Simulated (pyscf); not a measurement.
**Routes from HO–Sn(OH)(OH)–OH (SMILES [OH][Sn]([OH])([OH])[OH]) + H• (SMILES [H])**

Candidate steps break at most two bonds and form at most two. Each was searched with GFN2-xTB (tblite) first. Optimised with ωB97X-D3(BJ)/def2-SVP in PySCF. Energies: ωB97M-D3(BJ)/def2-TZVP, kcal/mol, from the separated reactants, doublet surface; ΔG‡ with ideal gas, 1 atm, RRHO with modes under 100 cm⁻¹ raised to 100, one conformer, R ln 2 for chiral ones without a mode under 150 cm⁻¹.

```
products                               type   ΔE‡     ΔE  ΔG‡ 298 K  ΔG‡ 900 K  ν‡ (cm⁻¹)
---------------------  --------------------  ----  -----  ---------  ---------  ---------
HO–Sn•(OH)–OH + H₂O       substitution at O   9.6  -32.4       14.9       26.7      1526i
•O–Sn(OH)(OH)–OH + H₂  hydrogen abstraction  18.5  +16.0       22.4       35.0       837i
```

Row 1: On the product side the descent ends in an adduct with a O–Sn contact (not fully relaxed), 13.0 kcal/mol under the separated species and 53.1 kcal/mol under the saddle at ωB97X-D3(BJ)/def2-TZVP. 

Plain bond fissions and candidates not yet searched are not listed, and one of them may be faster. Each barrier is that of the saddle found; lower ones may exist. Elements past Kr carry the def2 core potentials, without spin-orbit coupling.
